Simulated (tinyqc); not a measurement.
Worked calculation: RHF in the sto-3g basis, for H2O, spin multiplicity 1. Computed by tinyqc, a small Python program that keeps every step (integrals from PySCF). Settings: charge = 0, multiplicity = 1, basis = sto-3g, energy threshold = 1e-09, iteration cap = 54, orthogonalisation = symmetric, start = atomic densities, DIIS depth = 0, method = RHF. Command: `OMP_NUM_THREADS=1 python tinyqc.py 22881 22882 out.jsonl` (the two numbers bound the seeds that draw the settings). One thread of a shared host (Intel(R) Xeon(R) Processor @ 2.60GHz), about 0.08 s of CPU time with the checks. Later iterations appear only in the table of the cycle.

## One-electron integrals

Geometry (angstrom):
```
atom         x          y         z
O     0.000000   0.000000  0.000000
H     0.000000   0.803000  0.742000
H     0.000000  -0.803000  0.742000
```

Basis sto-3g: exponents (1/bohr^2) and contraction coefficients of normalised primitives:
```
element  l (shell)    exponent  coefficient
O            s (1)  130.709320     0.154329
O            s (1)   23.808861     0.535328
O            s (1)    6.443608     0.444635
O            s (2)    5.033151    -0.099967
O            s (2)    1.169596     0.399513
O            s (2)    0.380389     0.700115
O            p (3)    5.033151     0.155916
O            p (3)    1.169596     0.607684
O            p (3)    0.380389     0.391957
H            s (1)    3.425251     0.154329
H            s (1)    0.623914     0.535328
H            s (1)    0.168855     0.444635
```

Overlap, kinetic and nuclear-attraction integrals over the contracted functions; the nuclear repulsion is the sum of Za Zb / Rab.

nuclear repulsion = 8.07357235 hartree

overlap S, lower triangle:
```
           1O 1s     1O 2s    1O 2px     1O 2py    1O 2pz     2H 1s     3H 1s
1O 1s   1.000000
1O 2s   0.236704  1.000000
1O 2px  0.000000  0.000000  1.000000
1O 2py  0.000000  0.000000  0.000000   1.000000
1O 2pz  0.000000  0.000000  0.000000   0.000000  1.000000
2H 1s   0.039020  0.390040  0.000000   0.252068  0.232920  1.000000
3H 1s   0.039020  0.390040  0.000000  -0.252068  0.232920  0.220128  1.000000
```

kinetic energy T (hartree), lower triangle:
```
            1O 1s     1O 2s    1O 2px     1O 2py    1O 2pz     2H 1s     3H 1s
1O 1s   29.003200
1O 2s   -0.168011  0.808128
1O 2px   0.000000  0.000000  2.528731
1O 2py   0.000000  0.000000  0.000000   2.528731
1O 2pz   0.000000  0.000000  0.000000   0.000000  2.528731
2H 1s   -0.008302  0.072788  0.000000   0.140028  0.129391  0.760032
3H 1s   -0.008302  0.072788  0.000000  -0.140028  0.129391  0.002078  0.760032
```

nuclear attraction V (hartree), lower triangle:
```
             1O 1s       1O 2s     1O 2px     1O 2py     1O 2pz      2H 1s      3H 1s
1O 1s   -61.586464
1O 2s    -7.412211  -10.014675
1O 2px    0.000000    0.000000  -9.880555
1O 2py    0.000000    0.000000   0.000000  -9.979046
1O 2pz   -0.016150   -0.197130   0.000000   0.000000  -9.964651
2H 1s    -1.251949   -3.022135   0.000000  -1.716940  -1.646215  -5.344901
3H 1s    -1.251949   -3.022135   0.000000   1.716940  -1.646215  -1.276316  -5.344901
```

core Hamiltonian H = T + V (hartree), lower triangle:
```
             1O 1s      1O 2s     1O 2px     1O 2py     1O 2pz      2H 1s      3H 1s
1O 1s   -32.583264
1O 2s    -7.580222  -9.206547
1O 2px    0.000000   0.000000  -7.351824
1O 2py    0.000000   0.000000   0.000000  -7.450315
1O 2pz   -0.016150  -0.197130   0.000000   0.000000  -7.435920
2H 1s    -1.260251  -2.949347   0.000000  -1.576912  -1.516824  -4.584869
3H 1s    -1.260251  -2.949347   0.000000   1.576912  -1.516824  -1.274238  -4.584869
```

## Two-electron integrals

Functions are numbered as in S; the eight-fold symmetry (ij|kl) = (ji|kl) = (kl|ij) leaves the list below.

Two-electron integrals (ij|kl) in chemists' order, unique and non-zero (hartree):
```
(11|11) 4.785065    (21|11) 0.741380    (21|21) 0.136873    (22|11) 1.118947
(22|21) 0.256633    (22|22) 0.817206    (31|31) 0.024477    (32|31) 0.037809
(32|32) 0.180518    (33|11) 1.115814    (33|21) 0.256684    (33|22) 0.817023
(33|33) 0.880159    (41|41) 0.024477    (42|41) 0.037809    (42|42) 0.180518
(43|43) 0.047444    (44|11) 1.115814    (44|21) 0.256684    (44|22) 0.817023
(44|33) 0.785270    (44|44) 0.880159    (51|51) 0.024477    (52|51) 0.037809
(52|52) 0.180518    (53|53) 0.047444    (54|54) 0.047444    (55|11) 1.115814
(55|21) 0.256684    (55|22) 0.817023    (55|33) 0.785270    (55|44) 0.785270
(55|55) 0.880159    (61|11) 0.123751    (61|21) 0.022668    (61|22) 0.042278
(61|33) 0.042195    (61|41) 0.000765    (61|42) 0.001439    (61|44) 0.042333
(61|51) 0.000707    (61|52) 0.001330    (61|54) 0.000127    (61|55) 0.042313
(61|61) 0.003803    (62|11) 0.317154    (62|21) 0.073723    (62|22) 0.261877
(62|33) 0.257303    (62|41) 0.004073    (62|42) 0.031809    (62|44) 0.264566
(62|51) 0.003763    (62|52) 0.029392    (62|54) 0.006712    (62|55) 0.263505
(62|61) 0.012465    (62|62) 0.106062    (63|31) 0.007516    (63|32) 0.044469
(63|43) 0.006516    (63|53) 0.006021    (63|63) 0.014698    (64|11) 0.172785
(64|21) 0.040665    (64|22) 0.154215    (64|33) 0.147304    (64|41) 0.009476
(64|42) 0.062091    (64|44) 0.164395    (64|51) 0.001811    (64|52) 0.016283
(64|54) 0.009772    (64|55) 0.150769    (64|61) 0.007163    (64|62) 0.075896
(64|64) 0.068379    (65|11) 0.159659    (65|21) 0.037576    (65|22) 0.142500
(65|33) 0.136114    (65|41) 0.001811    (65|42) 0.016283    (65|44) 0.139864
(65|51) 0.009190    (65|52) 0.059516    (65|54) 0.009982    (65|55) 0.151359
(65|61) 0.006619    (65|62) 0.070131    (65|64) 0.049603    (65|65) 0.060533
(66|11) 0.473317    (66|21) 0.111798    (66|22) 0.456805    (66|33) 0.438766
(66|41) 0.007633    (66|42) 0.083354    (66|44) 0.467649    (66|51) 0.007054
(66|52) 0.077022    (66|54) 0.026689    (66|55) 0.463427    (66|61) 0.019045
(66|62) 0.238452    (66|64) 0.194707    (66|65) 0.179916    (66|66) 0.774606
(71|11) 0.123751    (71|21) 0.022668    (71|22) 0.042278    (71|33) 0.042195
(71|41) -0.000765   (71|42) -0.001439   (71|44) 0.042333    (71|51) 0.000707
(71|52) 0.001330    (71|54) -0.000127   (71|55) 0.042313    (71|61) 0.003752
(71|62) 0.012119    (71|64) 0.006390    (71|65) 0.006441    (71|66) 0.018369
(71|71) 0.003803    (72|11) 0.317154    (72|21) 0.073723    (72|22) 0.261877
(72|33) 0.257303    (72|41) -0.004073   (72|42) -0.031809   (72|44) 0.264566
(72|51) 0.003763    (72|52) 0.029392    (72|54) -0.006712   (72|55) 0.263505
(72|61) 0.012119    (72|62) 0.086719    (72|64) 0.042805    (72|65) 0.055853
(72|66) 0.160329    (72|71) 0.012465    (72|72) 0.106062    (73|31) 0.007516
(73|32) 0.044469    (73|43) -0.006516   (73|53) 0.006021    (73|63) 0.011651
(73|73) 0.014698    (74|11) -0.172785   (74|21) -0.040665   (74|22) -0.154215
(74|33) -0.147304   (74|41) 0.009476    (74|42) 0.062091    (74|44) -0.164395
(74|51) -0.001811   (74|52) -0.016283   (74|54) 0.009772    (74|55) -0.150769
(74|61) -0.006390   (74|62) -0.042805   (74|64) -0.009902   (74|65) -0.026991
(74|66) -0.070870   (74|71) -0.007163   (74|72) -0.075896   (74|74) 0.068379
(75|11) 0.159659    (75|21) 0.037576    (75|22) 0.142500    (75|33) 0.136114
(75|41) -0.001811   (75|42) -0.016283   (75|44) 0.139864    (75|51) 0.009190
(75|52) 0.059516    (75|54) -0.009982   (75|55) 0.151359    (75|61) 0.006441
(75|62) 0.055853    (75|64) 0.026991    (75|65) 0.047094    (75|66) 0.113027
(75|71) 0.006619    (75|72) 0.070131    (75|74) -0.049603   (75|75) 0.060533
(76|11) 0.124795    (76|21) 0.029319    (76|22) 0.114320    (76|33) 0.111351
(76|44) 0.113270    (76|51) 0.002252    (76|52) 0.021511    (76|55) 0.118211
(76|61) 0.004919    (76|62) 0.047368    (76|64) 0.029322    (76|65) 0.035208
(76|66) 0.114564    (76|71) 0.004919    (76|72) 0.047368    (76|74) -0.029322
(76|75) 0.035208    (76|76) 0.026882    (77|11) 0.473317    (77|21) 0.111798
(77|22) 0.456805    (77|33) 0.438766    (77|41) -0.007633   (77|42) -0.083354
(77|44) 0.467649    (77|51) 0.007054    (77|52) 0.077022    (77|54) -0.026689
(77|55) 0.463427    (77|61) 0.018369    (77|62) 0.160329    (77|64) 0.070870
(77|65) 0.113027    (77|66) 0.324949    (77|71) 0.019045    (77|72) 0.238452
(77|74) -0.194707   (77|75) 0.179916    (77|76) 0.114564    (77|77) 0.774606
```

## Orthogonalisation

S = U s U^T; symmetric (Loewdin) form X = U s^(-1/2) U^T, so that X^T S X = 1.

eigenvalues of S: 0.430690  0.516854  0.878720  1.000000  1.109954  1.263019  1.800763

X, lower triangle:
```
            1O 1s      1O 2s    1O 2px     1O 2py     1O 2pz      2H 1s     3H 1s
1O 1s    1.023627
1O 2s   -0.136845   1.158589
1O 2px   0.000000   0.000000  1.000000
1O 2py   0.000000   0.000000  0.000000   1.066461
1O 2pz  -0.008227   0.079772  0.000000   0.000000   1.046564
2H 1s    0.018796  -0.221467  0.000000  -0.169301  -0.129757   1.135224
3H 1s    0.018796  -0.221467  0.000000   0.169301  -0.129757  -0.079085  1.135224
```

## Starting guess

The start is atomic minimal-basis densities projected into this basis (PySCF's MINAO start) and scaled to the electron count of each spin; this density is not idempotent, so its energy is not variational and may lie below the converged one.

D at the start, lower triangle:
```
            1O 1s      1O 2s    1O 2px     1O 2py    1O 2pz     2H 1s     3H 1s
1O 1s    2.143560
1O 2s   -0.491501   2.091765
1O 2px   0.000000   0.000000  1.308038
1O 2py   0.000000   0.000000  0.000000   1.194152
1O 2pz   0.016566  -0.084087  0.000000   0.000000  1.228811
2H 1s   -0.015548   0.049388  0.000000   0.113013  0.069063  0.991567
3H 1s   -0.015548   0.049388  0.000000  -0.113013  0.069063  0.068825  0.991567
```

## Iteration 1: building the Fock matrix

J_ij = sum D_kl (ij|kl), K_ij = sum D_kl (ik|jl); F = H + J - 0.5 K; E = tr D H + tr D J / 2 - 0.25 tr D K + E_nn.

Coulomb J (hartree), lower triangle:
```
            1O 1s     1O 2s    1O 2px     1O 2py    1O 2pz     2H 1s     3H 1s
1O 1s   17.164976
1O 2s    3.216816  7.983800
1O 2px   0.000000  0.000000  7.940331
1O 2py   0.000000  0.000000  0.000000   7.997256
1O 2pz   0.012808  0.156127  0.000000   0.000000  7.989661
2H 1s    0.533797  2.591075  0.000000   1.531513  1.464263  4.794094
3H 1s    0.533797  2.591075  0.000000  -1.531513  1.464263  1.163374  4.794094
```

exchange K (hartree), lower triangle:
```
           1O 1s     1O 2s    1O 2px     1O 2py    1O 2pz     2H 1s     3H 1s
1O 1s   9.911311
1O 2s   1.679067  2.715964
1O 2px  0.000000  0.000000  1.702821
1O 2py  0.000000  0.000000  0.000000   1.787242
1O 2pz  0.014548  0.133273  0.000000   0.000000  1.777208
2H 1s   0.310702  1.092520  0.000000   0.499721  0.527150  1.286526
3H 1s   0.310702  1.092520  0.000000  -0.499721  0.527150  0.511916  1.286526
```

Fock matrix F (hartree), lower triangle:
```
             1O 1s      1O 2s     1O 2px     1O 2py     1O 2pz      2H 1s      3H 1s
1O 1s   -20.373944
1O 2s    -5.202939  -2.580729
1O 2px    0.000000   0.000000  -0.262903
1O 2py    0.000000   0.000000   0.000000  -0.346680
1O 2pz   -0.010616  -0.107640   0.000000   0.000000  -0.334863
2H 1s    -0.881805  -0.904533   0.000000  -0.295259  -0.316136  -0.434038
3H 1s    -0.881805  -0.904533   0.000000   0.295259  -0.316136  -0.366823  -0.434038
```

total energy of this density = -75.19481769 hartree

This density is the starting one; it is not idempotent, so its energy is not variational and may lie below the converged one.

## Iteration 1: diagonalisation and new density

Diagonalise F' = X^T F X, C = X C', fill 5 alpha and 5 beta electrons from the bottom; D = 2 C_occ C_occ^T. Each column has its largest component positive (the first on a tie).

F' = X^T F X (hartree), lower triangle:
```
            1          2          3          4          5          6          7
1  -19.997767
2   -2.688588  -1.452441
3    0.000000   0.000000  -0.262903
4    0.000000   0.000000   0.000000  -0.184906
5   -0.033489   0.063764   0.000000   0.000000  -0.217095
6   -0.105668  -0.453292   0.000000  -0.322878  -0.263777  -0.012199
7   -0.105668  -0.453292   0.000000   0.322878  -0.263777  -0.136015  -0.012199
```

orbital energies (hartree): MO1 -20.382522, MO2 -1.386682, MO3 -0.512550, MO4 -0.429632, MO5 -0.262903, MO6 0.383320, MO7 0.451459

coefficients C:
```
              MO1        MO2        MO3        MO4       MO5        MO6        MO7
1O 1s    0.994336  -0.240377   0.000000   0.087033  0.000000   0.115117   0.000000
1O 2s    0.024301   0.888942   0.000000  -0.436297  0.000000  -0.695953   0.000000
1O 2px   0.000000   0.000000   0.000000   0.000000  1.000000   0.000000   0.000000
1O 2py   0.000000   0.000000   0.726895   0.000000  0.000000   0.000000   0.816265
1O 2pz   0.002419   0.086737   0.000000   0.783307  0.000000  -0.717149   0.000000
2H 1s   -0.003987   0.138854   0.363028   0.278322  0.000000   0.726081  -0.796334
3H 1s   -0.003987   0.138854  -0.363028   0.278322  0.000000   0.726081   0.796334
```

D after iteration 1, lower triangle:
```
            1O 1s      1O 2s    1O 2px     1O 2py    1O 2pz      2H 1s     3H 1s
1O 1s    2.108121
1O 2s   -0.454980   1.962326
1O 2px   0.000000   0.000000  2.000000
1O 2py   0.000000   0.000000  0.000000   1.056753
1O 2pz   0.099460  -0.529185  0.000000   0.000000  1.242199
2H 1s   -0.026236   0.003811  0.000000   0.527766  0.460092   0.457098
3H 1s   -0.026236   0.003811  0.000000  -0.527766  0.460092  -0.070059  0.457098
```

## Iteration 2: building the Fock matrix

As before.

Coulomb J (hartree), lower triangle:
```
            1O 1s     1O 2s    1O 2px     1O 2py    1O 2pz     2H 1s     3H 1s
1O 1s   17.471095
1O 2s    3.297283  8.230271
1O 2px   0.000000  0.000000  8.234057
1O 2py   0.000000  0.000000  0.000000   8.213768
1O 2pz  -0.008294  0.028079  0.000000   0.000000  8.219189
2H 1s    0.546166  2.623600  0.000000   1.539202  1.438037  4.697266
3H 1s    0.546166  2.623600  0.000000  -1.539202  1.438037  1.155530  4.697266
```

exchange K (hartree), lower triangle:
```
           1O 1s      1O 2s    1O 2px     1O 2py    1O 2pz     2H 1s     3H 1s
1O 1s   9.779913
1O 2s   1.660937   2.636993
1O 2px  0.000000   0.000000  2.277355
1O 2py  0.000000   0.000000  0.000000   1.884252
1O 2pz  0.004041  -0.121655  0.000000   0.000000  1.958103
2H 1s   0.290263   0.929703  0.000000   0.578464  0.532784  1.032495
3H 1s   0.290263   0.929703  0.000000  -0.578464  0.532784  0.353552  1.032495
```

Fock matrix F (hartree), lower triangle:
```
             1O 1s      1O 2s     1O 2px     1O 2py     1O 2pz      2H 1s      3H 1s
1O 1s   -20.002125
1O 2s    -5.113407  -2.294773
1O 2px    0.000000   0.000000  -0.256444
1O 2py    0.000000   0.000000   0.000000  -0.178672
1O 2pz   -0.026465  -0.108223   0.000000   0.000000  -0.195783
2H 1s    -0.859217  -0.790598   0.000000  -0.326942  -0.345180  -0.403851
3H 1s    -0.859217  -0.790598   0.000000   0.326942  -0.345180  -0.295484  -0.403851
```

total energy of this density = -74.89648429 hartree

## Iteration 2: diagonalisation and new density

As before.

F' = X^T F X (hartree), lower triangle:
```
            1          2          3          4          5          6         7
1  -19.626968
2   -2.679070  -1.191085
3    0.000000   0.000000  -0.256444
4    0.000000   0.000000   0.000000   0.026698
5   -0.053743   0.084463   0.000000   0.000000  -0.048284
6   -0.098699  -0.405331   0.000000  -0.387598  -0.318816   0.003282
7   -0.098699  -0.405331   0.000000   0.387598  -0.318816  -0.095540  0.003282
```

orbital energies (hartree): MO1 -20.010911, MO2 -1.124369, MO3 -0.486572, MO4 -0.363666, MO5 -0.256444, MO6 0.540351, MO7 0.612091

coefficients C:
```
              MO1        MO2        MO3        MO4       MO5        MO6        MO7
1O 1s    0.994245  -0.231004   0.000000   0.114261  0.000000  -0.111223   0.000000
1O 2s    0.024902   0.840132   0.000000  -0.563446  0.000000   0.664530   0.000000
1O 2px   0.000000   0.000000   0.000000   0.000000  1.000000   0.000000   0.000000
1O 2py   0.000000   0.000000   0.614811   0.000000  0.000000   0.000000   0.903699
1O 2pz   0.003520   0.122710   0.000000   0.701610  0.000000   0.792512   0.000000
2H 1s   -0.004720   0.174921   0.463307   0.337350  0.000000  -0.692480  -0.742484
3H 1s   -0.004720   0.174921  -0.463307   0.337350  0.000000  -0.692480   0.742484
```

D after iteration 2, lower triangle:
```
            1O 1s      1O 2s    1O 2px     1O 2py    1O 2pz      2H 1s     3H 1s
1O 1s    2.109884
1O 2s   -0.467390   2.047826
1O 2px   0.000000   0.000000  2.000000
1O 2py   0.000000   0.000000  0.000000   0.755986
1O 2pz   0.110640  -0.584277  0.000000   0.000000  1.014654
2H 1s   -0.013107  -0.086478  0.000000   0.569693  0.516273   0.718157
3H 1s   -0.013107  -0.086478  0.000000  -0.569693  0.516273  -0.140457  0.718157
```

## Iteration 11 (converged): orbitals

converged F (hartree), lower triangle:
```
             1O 1s      1O 2s     1O 2px     1O 2py     1O 2pz      2H 1s      3H 1s
1O 1s   -20.263533
1O 2s    -5.165346  -2.418401
1O 2px    0.000000   0.000000  -0.393280
1O 2py    0.000000   0.000000   0.000000  -0.237621
1O 2pz   -0.025710  -0.083147   0.000000   0.000000  -0.280911
2H 1s    -0.867404  -0.813885   0.000000  -0.340915  -0.354826  -0.431340
3H 1s    -0.867404  -0.813885   0.000000   0.340915  -0.354826  -0.296151  -0.431340
```

As before.

F' = X^T F X (hartree), lower triangle:
```
            1          2          3          4          5          6          7
1  -19.889005
2   -2.684317  -1.320555
3    0.000000   0.000000  -0.393280
4    0.000000   0.000000   0.000000  -0.031793
5   -0.055540   0.107711   0.000000   0.000000  -0.132866
6   -0.100994  -0.403268   0.000000  -0.390337  -0.321577  -0.020648
7   -0.100994  -0.403268   0.000000   0.390337  -0.321577  -0.088029  -0.020648
```

orbital energies (hartree): MO1 -20.271804, MO2 -1.219576, MO3 -0.536449, MO4 -0.457910, MO5 -0.393280, MO6 0.498186, MO7 0.572037

coefficients C:
```
              MO1        MO2        MO3        MO4       MO5        MO6        MO7
1O 1s    0.994442  -0.238412   0.000000   0.098510  0.000000  -0.108868   0.000000
1O 2s    0.024080   0.882132   0.000000  -0.502334  0.000000   0.659119   0.000000
1O 2px   0.000000   0.000000   0.000000   0.000000  1.000000   0.000000   0.000000
1O 2py   0.000000   0.000000   0.625564   0.000000  0.000000   0.000000   0.896290
1O 2pz   0.003373   0.093315   0.000000   0.720243  0.000000   0.779700   0.000000
2H 1s   -0.004564   0.143959   0.454404   0.335892  0.000000  -0.700274  -0.747966
3H 1s   -0.004564   0.143959  -0.454404   0.335892  0.000000  -0.700274   0.747966
```

D after iteration 11, lower triangle:
```
            1O 1s      1O 2s    1O 2px     1O 2py    1O 2pz      2H 1s     3H 1s
1O 1s    2.110920
1O 2s   -0.471699   2.062153
1O 2px   0.000000   0.000000  2.000000
1O 2py   0.000000   0.000000  0.000000   0.782660
1O 2pz   0.104116  -0.558811  0.000000   0.000000  1.054938
2H 1s   -0.011542  -0.083698  0.000000   0.568517  0.510685   0.680103
3H 1s   -0.011542  -0.083698  0.000000  -0.568517  0.510685  -0.145828  0.680103
```

## Convergence

Stop when the energy changes by less than 1e-09 hartree and every element of the error matrix X^T (F D S - S D F) X is below 9e-06.

Course of the cycle:
```
iteration   E (hartree)     change  largest element of the error matrix
1          -75.19481769          -                             1.03e+00
2          -74.89648429   2.98e-01                             2.00e-01
3          -74.94395178  -4.75e-02                             3.39e-02
4          -74.94567919  -1.73e-03                             8.48e-03
5          -74.94575023  -7.10e-05                             1.75e-03
6          -74.94575380  -3.58e-06                             5.26e-04
7          -74.94575411  -3.11e-07                             1.68e-04
8          -74.94575417  -5.06e-08                             6.50e-05
9          -74.94575418  -1.08e-08                             2.94e-05
10         -74.94575418  -2.47e-09                             1.31e-05
11         -74.94575418  -5.73e-10                             6.45e-06
```

PySCF RHF in the same basis = -74.94575418 hartree

Converged in 11 iterations.

## Populations, bond orders and dipole

Mulliken: Z minus the diagonal of D S on the atom; Loewdin: the same with S^(1/2) D S^(1/2); Mayer order: 2 sum_s sum (D(s) S)_ij (D(s) S)_ji over the two atoms.

Charges (e):
```
atom   Mulliken    Loewdin
1O    -0.245680  -0.178688
2H     0.122840   0.089344
3H     0.122840   0.089344
```

Mayer bond orders:
```
pair     order
2-1   0.982040
3-1   0.982040
3-2   0.002870
```

dipole moment about the origin, x y z (debye): 0.000000  0.000000  1.586222
